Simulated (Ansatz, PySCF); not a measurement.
Molecule: C$_{2}$H$_{5}$O, charge 0, multiplicity 2. It need not be the lowest isomer of its formula. 
Coordinates optimised at B3LYP-D3(BJ)/def2-TZVP (Ansatz, a first-principles code):
```xyz
8

C      1.1500    -0.5481     0.0778
C      0.1001     0.4855     0.1538
O     -1.1512    -0.0848    -0.2195
H     -1.8025     0.6203    -0.2893
H      0.0546     0.9063     1.1703
H      0.3469     1.3296    -0.5164
H      2.1102    -0.3827     0.5442
H      0.9997    -1.4196    -0.5423
```
Charge 0, spin multiplicity 2.


Wanted: enthalpy of formation at 298 K (from the atomisation energy, B3LYP-D3(BJ)/def2-TZVP harmonic zero-point and thermal terms from PySCF, and the atoms' enthalpies of formation in the G2/97 table; no spin-orbit terms, and no core term in the frozen-core levels), in kJ/mol. Cores are frozen in the correlated levels unless marked. UHF or UKS for open shells. Spin-orbit coupling is left out. No relativistic terms. The coupled-cluster limit lacks core correlation, which all-electron functionals hold. CBS(X,Y): correlation extrapolated as X^-3; Hartree-Fock from the larger set. The bracket is a focal-point correction in the basis named.

```
level                                                     program  enthalpy of formation at 298 K (kJ/mol)  minus last row
-------------------------------------------------  --------------  ---------------------------------------  --------------
HF/cc-pVDZ                                                 Ansatz                                    812.8           836.2
HF/aug-cc-pVTZ                                             Ansatz                                    764.1           787.5
HF/cc-pVTZ                                                 Ansatz                                    767.6           791.0
HF/def2-TZVPD                                               PySCF                                    770.4           793.8
PBE/def2-TZVPD                                             Ansatz                                    -82.7           -59.3
TPSS/def2-TZVPD                                             PySCF                                    -36.2           -12.8
TPSS-D3(BJ)/def2-TZVPD                              PySCF + dftd3                                    -48.0           -24.6
TPSS-D4/def2-TZVPD                                  PySCF + dftd4                                    -47.7           -24.3
M06-L-D4/def2-TZVPD                                 PySCF + dftd4                                      5.2            28.6
r2SCAN-D3(BJ)/def2-TZVPD                           Ansatz + dftd3                                    -39.9           -16.5
PBE0/def2-SVP                                              Ansatz                                    -43.7           -20.3
PBE0-D3(BJ)/def2-TZVPD                             Ansatz + dftd3                                    -36.6           -13.2
PBE0-D4/def2-TZVPD                                 Ansatz + dftd4                                    -35.6           -12.2
CAM-B3LYP-D3(BJ)/def2-TZVPD                        Ansatz + dftd3                                    -40.3           -16.9
B2GP-PLYP/def2-TZVPD                                       Ansatz                                     23.5            46.9
B2PLYP/def2-TZVPD                                          Ansatz                                     13.7            37.1
MP2/STO-3G                                                 Ansatz                                    149.8           173.2
RI-MP2/CBS(cc-pVTZ,cc-pVQZ)                                Ansatz                                    -57.5           -34.1
SCS-MP2/6-31G*                                             Ansatz                                    256.8           280.2
CCSD/STO-3G                                                Ansatz                                     89.2           112.6
RI-MP2/CBS(cc-pVTZ,cc-pVQZ)+[CCSD(T)-MP2]/cc-pVTZ          Ansatz                                    -23.4             0.0
```
